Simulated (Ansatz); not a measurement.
# CH5OSi: the cost of one run

Computed with Ansatz 0.2.0, driven from Python. Level of theory: r2SCAN+D4/6-31G*.

**1. The system**

Bond lengths: C1–O2 1.419 Å, O2–Si3 1.665 Å, C1–H4 1.096 Å, C1–H5 1.096 Å, C1–H6 1.095 Å, Si3–H7 1.483 Å, Si3–H8 1.483 Å. Angles: C1–O2–Si3 118.4°, O2–C1–H4 111.3°, O2–C1–H5 111.3°, O2–C1–H6 108.1°, H4–C1–H5 110.3°, H4–C1–H6 107.9°, H5–C1–H6 107.9°, O2–Si3–H7 108.5°, O2–Si3–H8 108.5°, H7–Si3–H8 107.8°.

No structure file is read: the coordinates are typed or built in the script.

**2. Script**

Contents of ch5osi.py:

```python
"""Energy of CH5OSi(-) against one bond angle."""

import warnings

import ansatz as az
from ase import Atoms


def main() -> None:
    warnings.simplefilter("ignore", az.DeckWarning)

    atoms = Atoms(["C", "O", "Si", "H", "H", "H", "H", "H"], positions=[
        (1.0444, 0.0913, -0.1036),
        (0.0461, -0.8036, -0.5691),
        (-1.5336, -0.5274, -0.1228),
        (0.8684, 1.109, -0.4705),
        (1.1027, 0.0874, 0.9909),
        (2.0105, -0.2446, -0.4933),
        (-1.9254, 0.8249, -0.5899),
        (-1.6131, -0.537, 1.3584),
    ])

    # relax first, so that the scan starts from a minimum
    first = (
        az.Crystal.molecule_from_ase(atoms).calculation()
        .basis(gaussian="6-31G*")
        .functional("r2scan", dispersion="d4")
        .charge(-1)
        .relax(force_tolerance=0.02, max_steps=80)
    )
    atoms.positions = first.run().report["positions_ang"]

    rows = []
    for angle in [90, 100, 110, 120, 135, 150, 165, 179]:
        bent = atoms.copy()
        bent.set_angle(0, 1, 2, angle, indices=[2, 6, 7])
        base = (
            az.Crystal.molecule_from_ase(bent).calculation()
            .basis(gaussian="6-31G*")
            .functional("r2scan", dispersion="d4")
            .charge(-1)
        )
        rows.append((angle, base.run().report["free_energy_ev"]))
    floor = min(e for _, e in rows)
    for angle, e in rows:
        print(f"angle C0-O1-Si2 = {angle:3d} deg   {1000 * (e - floor):9.1f} meV")


if __name__ == "__main__":
    main()
```

**3. Launch**

Started as:

```
$ python ch5osi.py
```

What time and memory should one allow on 1 thread of Arm Neoverse V2, shared host?

About 34 s, with a peak of 0.21 GiB.
